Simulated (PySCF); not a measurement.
carbonyl sulfide (COS), SMILES O=C=S.

Geometry optimised at PBE-D3(BJ)/def2-TZVP.

Method: PBE-D3(BJ)/def2-TZVP in PySCF 2.14.0.

Frequencies are harmonic and unscaled.

Modes within 1.5 cm⁻¹ of each other (mostly degenerate sets) share a row, with their intensities summed.

Computed vibrational spectrum:
```csv
mode,ν (cm⁻¹),IR (km/mol),moving atoms (share of kinetic energy)
1–2,509,2.8,"C 76 %, O 19 %"
3,868,4.5,"S 45 %, O 43 %, C 12 %"
4,2065,580.8,"C 68 %, O 31 %"
```
